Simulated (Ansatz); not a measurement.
SiH2 (SMILES [SiH2]) moved off its minimum; all values from Ansatz (a first-principles code), cores frozen in correlated methods. Open shells are unrestricted.
(charge 0, multiplicity 3)
```xyz
3

Si    -0.03970     0.09543    -0.05277
H     -1.27468    -0.64341    -0.05395
H      1.33052    -0.64920    -0.07471
```

Forces at PBE/def2-TZVPP (eV/Å):

```csv
atom,Fx,Fy,Fz
Si1,1.735,0.226,-0.010
H2,-0.902,-0.613,-0.002
H3,-0.833,0.387,0.012
```

Q: Give the forces (eV/Å), the total energy and the dipole at CCSD(T)/aug-cc-pV(T+d)Z.

A: 
| atom | Fx | Fy | Fz |
|---|---|---|---|
| Si1 | 1.734 | 0.023 | -0.013 |
| H2 | -0.683 | -0.506 | -0.002 |
| H3 | -1.051 | 0.483 | 0.016 |
Energy -290.1397 hartree, dipole 0.10 D.
